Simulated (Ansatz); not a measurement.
bcc Mo was calculated with rVV10 in Ansatz (plane waves, PAW).

Settings: plane-wave cutoff 500 eV, 32×32×32 k mesh, Fermi–Dirac smearing 0.1 eV, no spin polarisation, scalar-relativistic PAW data made under PBE.

Computed at the level's own relaxed cell.

**Question.** Predict the volume per atom and lattice constant a.

**Answer.** 
- volume per atom = 16.13 Å³/atom
- lattice constant a = 3.184 Å

Measured, for comparison: equilibrium volume per atom 15.49 Å³/atom, lattice constant a 3.141 Å (static lattice: zero-point anharmonic expansion removed; as tabulated in Mejia-Rodriguez and Trickey (2018), arXiv:1807.09216). Computed (rounded) less measured: equilibrium volume per atom +4.1 %, lattice constant a +1.4 %.

Computing time: very roughly 100 core-seconds.

Ansatz is a first-principles code.
